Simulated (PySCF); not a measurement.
**How methods differ on the ionisation energy of Ar**

Ar [Ar] (1S) → Ar+ [Ne] 3s2 3p5 (2P), as a difference of total energies. Calculation: PySCF 2.14, in x2c-TZVPPall with one added diffuse shell each of s, p, d type (6s6p4d1f, 51 functions); scalar relativity by spin-free X2C-1e. Correlated levels: valence: [Ne] frozen. The calculations carry no spin-orbit coupling.

```json
{"method": "UHF", "ionisation energy (eV)": "14.553"}
{"method": "MP2 (valence)", "ionisation energy (eV)": "15.697"}
{"method": "SCS-MP2 (valence)", "ionisation energy (eV)": "15.592"}
{"method": "CCSD (valence)", "ionisation energy (eV)": "15.512"}
{"method": "CCSD(T) (valence)", "ionisation energy (eV)": "15.562"}
```

**Question.** How much does correlation contribute at CCSD(T) (valence)?

**Answer.** 15.562 − (14.553) = 1.009 eV, measured against UHF.

A first-order spin-orbit estimate (lowest level to lowest level, LS coupling) adds -0.058 eV.

Errors of the correlated levels include the incompleteness of this basis and the frozen core.

For comparison: 15.760 eV (measured; NIST Atomic Spectra Database, ionization energies).
